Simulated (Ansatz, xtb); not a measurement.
**Two isomers of CH2NSi**

Structure X is `[C]#[N+][SiH2-]`, a doublet and structure Y is `[CH2]N=[Si]`, a doublet. Both are isolated molecules in the gas phase, relaxed with PBE0-D3(BJ)/def2-SVP; the shapes shown needn't be the lowest conformers.

X (Å):

```
atom    x (Å)    y (Å)   z (Å)
   C  -1.9357   0.4474  0.4429
   N  -0.8725  -0.0692  0.4472
  Si   0.7088  -0.7927  0.2997
   H   0.5912  -2.2428  0.6208
   H   1.6429  -0.0623  1.2017
```

Y (Å):

| atom | x (Å) | y (Å) | z (Å) |
| --- | --- | --- | --- |
| C | 0.4245 | -0.0963 | 0.5438 |
| N | -0.4419 | -1.0406 | 0.6791 |
| Si | -1.5311 | -2.2277 | 0.8491 |
| H | 1.0723 | -0.0413 | -0.3435 |
| H | 0.5418 | 0.6825 | 1.3117 |

Task: Estimate which is lower in electronic energy at CCSD(T)/def2-TZVP, and by roughly how much.

Result: The CCSD(T)/def2-TZVP calculation puts structure Y lower, by 0.244 eV.

Level by level:

```tsv
level	geometry	E(Y) − E(X) (eV)	departure from the last row (eV)	job, with rough time for the two
GFN2-xTB	GFN2-xTB	−0.670	−0.426	optimisation, 0.27 s
HF/STO-3G	GFN2-xTB	+0.012	+0.256	single point, 1.6 s
r2SCAN-D4/def2-SVP	GFN2-xTB	−0.741	−0.498	single point, 7.2 s
PBE0-D3(BJ)/def2-SVP	PBE0-D3(BJ)/def2-SVP	−0.650	−0.406	optimisation, 67 s
HF/def2-TZVP	PBE0-D3(BJ)/def2-SVP	+0.275	+0.519	part of the CCSD(T) run
MP2/def2-TZVP	PBE0-D3(BJ)/def2-SVP	+0.137	+0.380	part of the CCSD(T) run
CCSD(T)/def2-TZVP	PBE0-D3(BJ)/def2-SVP	−0.244		single point, 69 s
```

As drawn, Y has 1 C–N, 1 N=Si, 2 C–H in place of 1 C≡N, 1 N–Si, 2 Si–H.

HF/def2-TZVP, MP2/def2-TZVP put the two in the other order. HF/STO-3G finds them nearly level. The largest departure from CCSD(T)/def2-TZVP is that of HF/def2-TZVP, 0.519 eV.

With harmonic frequencies from PBE0-D3(BJ)/def2-SVP (ideal gas, rigid rotor, one conformer each, 600 K, 1 atm): on the last row, ΔE + ΔZPE = −0.090, ΔH = −0.121, ΔG = 0.000 eV. In free energy the two are nearly level.

Open shells are spin-unrestricted, with notable spin contamination under HF/STO-3G, HF/def2-TZVP, MP2/def2-TZVP, CCSD(T)/def2-TZVP. The correlated steps freeze 7 core orbitals. Codes used: Ansatz 0.2.0, xtb 6.7.1; the last row on 1 thread of Intel(R) Xeon(R) Processor @ 2.50GHz (Skylake/Cascade Lake) on a shared host.
